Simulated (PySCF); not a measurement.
A geometry optimisation on `N#N` (N2).

Computed with PBE0-D3(BJ)/def2-SVP geometry optimisation, gas phase (PySCF 2.14.0). Start geometry: GFN2-xTB. The input is one job of a driver script: a line of settings, then coordinates in Å.

Input:
```
{"job": {"xc": "PBE0", "basis": "def2-SVP", "d3": "d3bj", "grid": 1, "kind": "geom"}, "charge": 0, "multiplicity": 1}
N      0.550487    -0.002118    -0.003770
N     -0.547730     0.003387    -0.010379
```

Output:
```
step   0  E = -109.31546659  max force = 0.001573
step   1  E = -109.31546989  max force = 0.000099
optimisation converged
```

Energies in Eh; «max force» is the largest Cartesian gradient component in Eh/bohr.

In short: final energy -109.31547 Eh after 1 step; dipole 0.00 D.

Where do the atoms end?

0.000 Å rms from the input after alignment:
```
atom  x, y, z in Å
N1     0.2323   -0.1966    0.4498
N2    -0.2308    0.1978   -0.4640
```

Hardware: an Intel Xeon Platinum 8488C with one thread, no GPU, shared host with 192 logical CPUs at a one-minute load of 76. Cost: 0.71 s of wall time, 0.23 GiB resident at most.
Labels such as C1 count atoms from 1, the log's own numbers from 0.
